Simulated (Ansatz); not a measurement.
Reaction: H2S (SMILES S) + H+ → H3S+ (SMILES [SH3+])
Each species at its own B3LYP-D3(BJ)/def2-TZVP minimum (Ansatz, a program for electronic structure).

Wanted: proton affinity (electronic), positive where energy is released, in kcal/mol. UHF or UKS for unpaired electrons; spin-orbit terms are left out. CBS(X,Y): correlation extrapolated as X^-3, Hartree-Fock from the larger set (Q,5: extrapolated as (X+1)exp(-9√X)). A bracket is a step between two methods taken in the basis named. Functionals run without relativity, which enters their misses. Double hybrids freeze cores in their MP2 part. '+ core + X2C': CCSD(T) terms for core correlation (cc-pwCVTZ, 1s frozen past Ne) and scalar relativity (cc-pVTZ-DK).

CCSD(T)/CBS(cc-pV(Q+d)Z,cc-pV(5+d)Z) + [CCSDT(Q) - CCSD(T)]/cc-pV(Q+d)Z + [CCSDTQ - CCSDT(Q)]/cc-pV(D+d)Z + core + X2C (Ansatz) gives 174.2 kcal/mol.

Q: What does PBE/def2-TZVPD (Ansatz) give here, and how do the other levels compare?

A: PBE gives 174.7 kcal/mol, 0.5 kcal/mol above it. Differences of the others: r2SCAN/def2-TZVPD (Ansatz) 1.0; wB97M-V/def2-TZVPD (Ansatz) -2.3; B2PLYP/def2-TZVPD (Ansatz) -0.2; CCSD(T)/CBS(cc-pV(Q+d)Z,cc-pV(5+d)Z) + core + X2C (Ansatz) 0.1 kcal/mol. Nearer than PBE: B2PLYP/def2-TZVPD, CCSD(T)/CBS(cc-pV(Q+d)Z,cc-pV(5+d)Z) + core + X2C.
